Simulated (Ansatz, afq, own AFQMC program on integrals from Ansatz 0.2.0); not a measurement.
C, triplet → C⁺, doublet

A free C atom.

E(doublet, charge +1) − E(triplet, charge +0) at this geometry, on UHF and UHF determinants.

Basis aug-cc-pVDZ. Only valence electrons are correlated. Integrals, coupled cluster, full CI and functionals: Ansatz 0.2.0; the random walks run on the same integrals in our own AFQMC program. ph-AFQMC/CISD is guided by a CISD state made of CCSD amplitudes; releasing the constraint for a short imaginary time cuts its bias at the price of noise, slowly where states lie close. ± is one standard error of the sampling. The errors of all members are added in quadrature.

Full CI is exact in this basis; where marked, its frozen core comes from its own orbitals, which moves totals by up to a few meV.

The best estimate is CCSD(T) at the basis-set limit (CBS: def2-TZVPP and def2-QZVPP, with their diffuse functions for anions and beside diffuse sets, CCSD(T) itself extrapolated) plus the step from CCSD(T) to full CI in aug-cc-pVDZ. Rows without CBS are in aug-cc-pVDZ, the functionals in def2-TZVP; B2PLYP and the wave-function rows carry a basis error of their own. Core correlation and relativity beyond core potentials are missing, and ± holds the sampling alone.

Cautions: C (triplet): full CI with its own frozen core; C⁺ (doublet): full CI with its own frozen core.

(1) Estimate: order these levels by their error in the vertical ionization energy against the best estimate, smallest first.
A. r2SCAN
B. PBE0
C. CCSD(T)
D. MP2

Results:

(1) D (2.0 kcal/mol), C (3.8 kcal/mol), B (6.5 kcal/mol), A (10.1 kcal/mol).

Best estimates are given only where the step beyond CCSD(T) is under 0.3 eV and no member's determinant is very poor (T1 over 0.05, or 0.07 for open shells, ⟨S²⟩ too high by 0.3, two states mixed), so the hardest cases are missing from such tables.

The functionals ran in a triple-zeta set and keep a basis error of their own, a few kJ/mol for each bond in atomization energies and more for double hybrids, so close places among them and the extrapolated levels can swap.

Each member of a difference takes its own highest rung, so a best estimate needn't equal the limit plus the step of one row. A walk keeps the symmetry of its determinant, which the program's search chose and which needn't be the lowest solution, so a lower state of the same spin and another symmetry isn't excluded.
